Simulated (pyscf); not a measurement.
Thermochemistry of product channels of HN=SiH₂ + silane (SiH₄) on the singlet surface, in kJ/mol, from ωB97M-D3(BJ)/def2-TZVP energies (ideal gas, 1 atm, RRHO with modes under 100 cm⁻¹ raised to 100, one conformer, R ln 2 for chiral ones without a mode under 150 cm⁻¹). PySCF, gas phase, ωB97X-D3(BJ)/def2-SVP geometries.

```
products                         ΔE  ΔH(298 K)  ΔG(298 K)  ΔG(1200 K)
---------------------------  ------  ---------  ---------  ----------
H₂Si=N–SiH₃ + hydrogen (H₂)   -55.7      -64.0      -60.9       -62.8
H₂N–SiH₂–SiH₃                -211.3     -195.7     -158.2       -54.2
```

These are energies of the channels, which say nothing of barriers. HN=SiH₂ lies 76.0 kJ/mol over its isomer H₂N–SiH: [singlet] (electronic energy, ωB97M-D3(BJ)/def2-TZVP). H₂Si=N–SiH₃ lies 42.2 kJ/mol over its isomer :HSi–NH–SiH₃ [singlet] (electronic energy, ωB97M-D3(BJ)/def2-TZVP).
